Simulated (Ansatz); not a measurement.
```yaml
crystal:
  periodic: [false, false, false]
  atoms:
    - {symbol: Ru, position_ang: [-0.272061, 0.007310, -0.000530]}
    - {symbol: O, position_ang: [1.587855, -0.093333, 0.003330]}
    - {symbol: H, position_ang: [2.076031, 0.748479, 0.000312]}
basis:
  gaussian: {orbitals: def2-TZVP}
magnetization: {spin_polarized: true, initial_magnetization: 1}
hamiltonian: {xc: pbe0}
relax: {f_tol: 0.004, max_steps: 80}
```

```sh
$ ansatz run in.yaml --threads 1 --pin off --events-out ev --progress --plain --max-ram 2176MiB
```

Steps of the relaxation (energy above the last step; positions in Å, forces in eV/Å):

```
3
step 1, 5.9 meV
Ru   -0.272    0.007   -0.001   -0.211    0.060   -0.001
O     1.588   -0.093    0.003    0.532    0.308    0.000
H     2.076    0.748    0.000   -0.321   -0.368    0.001
```

```
3
step 2, 1.4 meV
Ru   -0.271    0.011   -0.001   -0.101    0.037    0.000
O     1.595   -0.096    0.003    0.215    0.044    0.000
H     2.067    0.747    0.000   -0.114   -0.081    0.000
```

```
3
step 3, 0.1 meV
Ru   -0.269    0.015   -0.001    0.009    0.009    0.000
O     1.603   -0.101    0.003   -0.004   -0.039    0.000
H     2.058    0.748    0.000   -0.005    0.030    0.000
```

```
3
step 5, 0.0 meV
Ru   -0.267    0.017   -0.001    0.003    0.000    0.000
O     1.605   -0.103    0.003   -0.002    0.002    0.000
H     2.055    0.749    0.000   -0.001   -0.002    0.000
```

Close pairs at the end: O2–H3 0.964 Å, Ru1–O2 1.876 Å, Ru1–H3 2.434 Å.

A stationary point of unrestricted PBE0 after 5 steps, with ⟨S²⟩ = 1.758 against 0.75 for a pure state; no frequencies were run, so it isn't proven a minimum. 4.2 min on 1 thread of Arm Neoverse N1, shared host.
